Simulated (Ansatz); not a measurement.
# Energy profile

The step: C₂H₆ (CC) + HS → C₂H₅ ([CH2][CH3]) + H₂S; bonds formed: H1–S4; bonds broken: H1–C2 (atoms numbered as in the saddle structure below).

H1  (-0.892, -0.441, 0.465)
C2  (0.127, 0.733, 0.120)
C3  (1.126, 0.026, -0.720)
S4  (-1.791, -1.537, 0.753)
H5  (-0.575, 1.405, -0.365)
H6  (0.400, 1.001, 1.136)
H7  (1.915, 0.716, -1.050)
H8  (1.617, -0.781, -0.172)
H9  (0.673, -0.393, -1.621)
H10  (-2.599, -0.729, 1.454)
(Å)

Electronic energies by CCSD(T) at an estimated basis limit (MP2 extrapolated from triple and quadruple zeta, plus CCSD(T) − MP2 in triple zeta), on PBE0-D4/def2-TZVP structures; C$_{2}$H$_{7}$S, doublet; no counterpoise correction; spin–orbit coupling, which lowers free halogen atoms and radicals such as OH and SH, is left out. Program: Ansatz 0.2.0. Basis: def2-TZVPP and def2-QZVPP. Cores are frozen in the correlated methods; orbitals are unrestricted. Extrapolation: Hartree–Fock as exp(−7.88 √X), correlation as X^−2.97.

(1) Give the profile in kcal/mol, counted from the separated reactants. (To be estimated.)

The T1 diagnostic stays at or below 0.014. ⟨S²⟩ of the unrestricted Hartree–Fock references: 0.76 to 0.78 (a pure state has 0.75).

## Answers

(1) The calculation gives:
```
                                                                                                                  point  kcal/mol
      separated: C$_{2}$H$_{6}$ (linked as [CH3][CH3]; H1, C2, C3, H5, H6, H7, H8, H9; singlet) + HS (S4, H10; doublet)      0.00
                                                                                                        start structure     -1.14
                                                                                                                 saddle     15.18
                                                                                                          end structure     11.23
separated: H$_{2}$S (H1, S4, H10; singlet) + C$_{2}$H$_{5}$ (linked as [CH2][CH3]; C2, C3, H5, H6, H7, H8, H9; doublet)     12.97
```

For scale, one of the runs: CCSD(T)/def2-TZVPP, 202 basis functions, launched by `ansatz run in.yaml --threads 4 --pin off --events-out ev --progress --plain --max-ram 9574MiB`. Hardware: 4 CPU threads of an Arm Neoverse V1, shared host. Wall time 2.3 min; peak host memory 6.5 GiB.
